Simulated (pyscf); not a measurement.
Structures and frequencies: ωB97X-D3(BJ)/def2-SVP in PySCF.

Estimate by transition-state theory (the high-pressure limit) the rate constant of H₃Si–AsH₂ (SMILES [SiH3][AsH2]) → H₂Si=AsH (SMILES [SiH2]=[AsH]) + H₂ (SMILES [H][H]) (singlet surface; As–H, H–Si broken, H–H formed) at 900 K, with ωB97M-D3(BJ)/def2-TZVP energies (ideal gas, 1 atm, RRHO with modes under 100 cm⁻¹ raised to 100, one conformer, R ln 2 for chiral ones without a mode under 150 cm⁻¹; no tunnelling).

The electronic barrier is 63.6 kcal/mol and the thermal terms add -1.1, so ΔG‡ = 62.5 kcal/mol. With k_BT/h = 1.88e+13 s⁻¹ and RT = 1.788 kcal/mol, k = 1.3e-02 s⁻¹; so small a molecule is far into fall-off at 1 atm, where the true rate is lower. Wigner's tunnelling factor for 1348i cm⁻¹ would be 1.19. A shift of 1 kcal/mol in the barrier changes k by a factor 1.7. At the saddle there is also a short H–Si contact that neither side keeps. One saddle was located; it need not be the lowest between these sides. Elements up to Kr have no core potential and no relativistic terms here.
